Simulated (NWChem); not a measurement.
# SiH3F (SMILES F[SiH3]): MP2/cc-pVDZ (frozen virtual 12)

Aim: the vertical ionisation energy of SiH3F at MP2/cc-pVDZ (frozen virtual 12), from 2 runs. 

The results are computed with NWChem 7.3.0.

## Step 1: Starting point

The species is SiH3F (5 atoms), meant as a singlet with charge 0. As SMILES, `F[SiH3]`. The coordinates come from a PBE0-D4/def2-TZVP relaxation.

Bond lengths: F1–Si2 1.600 Å, Si2–H3 1.482 Å, Si2–H4 1.482 Å, Si2–H5 1.482 Å. Angles: F1–Si2–H3 108.3°, F1–Si2–H4 108.3°, F1–Si2–H5 108.3°, H3–Si2–H4 110.6°, H3–Si2–H5 110.6°, H4–Si2–H5 110.6°.

## Step 2: A single-point energy at MP2/cc-pVDZ (frozen virtual 12)

fh3si.nw reads:

```
START fh3si
TITLE "FH3Si energy"
memory total 2200 mb
charge 0

GEOMETRY noautosym nocenter noautoz
   F       -1.274600       0.162800       0.858000
   Si       0.043300      -0.019300      -0.030700
   H       -0.367800      -0.192600      -1.443700
   H        0.768600      -1.217900       0.451600
   H        0.880500       1.193400       0.123400
END

BASIS spherical bse
   F library cc-pVDZ
   Si library cc-pVDZ
   H library cc-pVDZ
END

SCF
   thresh 1e-08
   maxiter 80
   noprint "final vectors analysis"
END

MP2
   freeze core 6 virtual 12
   tight
END

TASK mp2 energy
```

Launch:

```console
$ nwchem fh3si.nw > fh3si.out
```

The log of the run, shortened:

```text
[...]
  functions       =    47
[...]
  wavefunction    = RHF
[...]
         Total SCF energy =   -390.161743864786
      One-electron energy =   -667.484990962360
      Two-electron energy =    214.280435306965
 Nuclear repulsion energy =     63.042811790608
        Time for solution =      5.6s
[...]
          Total MP2 energy          -390.342647095937
[...]
```

Run time: 7.5 s. Hardware: 1 thread of Intel Xeon 6975P-C (Granite Rapids), shared host; peak memory 0.1 GiB.

## Step 3: The doublet cation at the same level

sp.nw reads:

```
echo
start sp
title "FH3Si energy"
memory total 2200 mb
charge 1

geometry units angstrom noautosym nocenter noautoz
F    -1.274600    0.162800    0.858000
Si    0.043300   -0.019300   -0.030700
H    -0.367800   -0.192600   -1.443700
H     0.768600   -1.217900    0.451600
H     0.880500    1.193400    0.123400
end

basis spherical bse
* library cc-pVDZ
end

scf
doublet
uhf
thresh 1e-08
maxiter 80
noprint "final vectors analysis"
end

mp2
freeze core 6 virtual 12
tight
end

task mp2 energy
```

Launch:

```console
$ nwchem sp.nw > sp.out
```

The log of the run, shortened:

```text
[...]
  functions       =    47
[...]
  wavefunction    = UHF
[...]
         Total SCF energy =   -389.709453345588
      One electron energy =   -659.874891430236
      Two electron energy =    207.122626294040
 Nuclear repulsion energy =     63.042811790608
                       Sz =      0.5000
                 Sz(Sz+1) =      0.7500
                      S^2 =      0.7717
[...]
          Total MP2 energy          -389.869393949569
[...]
```

Run time: 41 s. Hardware: 1 thread of Intel Xeon 6975P-C (Granite Rapids), shared host; peak memory 0.1 GiB.

## Step 4: What came out

Level: MP2/cc-pVDZ (frozen virtual 12), 6 core orbitals frozen.

| quantity | value |
| --- | --- |
| singlet SiH3F: total energy | -390.34265 Eh |
| singlet SiH3F: correlation energy (6 core orbitals frozen) | -180.9 mEh |
| doublet cation: total energy | -389.86939 Eh |
| doublet cation: correlation energy (6 core orbitals frozen) | -159.9 mEh |
| doublet cation: ⟨S²⟩ of the reference determinant | 0.772 |
| vertical ionisation energy (to the doublet cation) | 12.878 eV |

Removing an electron at fixed nuclei costs 12.88 eV (297 kcal/mol).
